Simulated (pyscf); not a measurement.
`[SiH3][SeH]` → `[SiH][SeH]` [singlet] + `[H][H]`, a 1,1-elimination (singlet surface; H–Si, H–Si broken, H–H formed). Structures and frequencies: ωB97X-D3(BJ)/def2-SVP in PySCF. Energies in kJ/mol from the reactant's lowest minimum found.

Small-basis levels: PySCF, no dispersion term, spherical d functions. AM1 to PM7: differences of heats of formation from MOPAC, which are fitted to 298 K values and so differ in kind from electronic energies by zero-point and thermal terms. GFN2-xTB: tblite. Cost: rough CPU time at the saddle relative to B3LYP/6-31G*+LANL2DZ, from one job on a shared machine.

```csv
level,barrier,reaction energy,cost
HF/STO-3G,480.2,+258.2,0.1
HF/3-21G,321.6,+151.4,0.1
MP2/6-31G*+LANL2DZ,(withheld),+170.7,0.1
B3LYP/STO-3G,388.3,+244.8,1.0
B3LYP/LANL2DZ,265.0,+168.3,0.7
B3LYP/6-31G*+LANL2DZ,255.0,+164.5,1
M06-2X/6-31G*+LANL2DZ,(withheld),+169.5,2
PBE/def2-SVP,210.4,+166.2,2
B3LYP/def2-SVP,239.9,+168.2,2
GFN2-xTB,326.2,+208.9,under 0.02
PM3,137.2,+105.3,under 0.02
PM6,218.5,+108.3,under 0.02
ωB97M-D3(BJ)/def2-TZVP,(withheld),+174.0,–
```

### Question
Some entries are withheld; supply them.

### Answer

- MP2/6-31G*+LANL2DZ, barrier: 280.8
- M06-2X/6-31G*+LANL2DZ, barrier: 257.5
- ωB97M-D3(BJ)/def2-TZVP, barrier: 244.5

Against the last row the barrier runs from -107.3 (PM3) to +235.7 kJ/mol (HF/STO-3G). ωB97M-D3(BJ)/def2-TZVP has limits of its own. The same reactants have a lower exit, to H₂Si=Se + H₂ (barrier +213.3 kJ/mol at ωB97M-D3(BJ)/def2-TZVP, against +244.5 kJ/mol here). :HSi–SeH [singlet] lies 50.4 kJ/mol over its isomer H₂Si=Se (electronic energy, ωB97M-D3(BJ)/def2-TZVP). One saddle was located; it need not be the lowest between these sides. In the def2 sets elements up to Kr have no core potential.
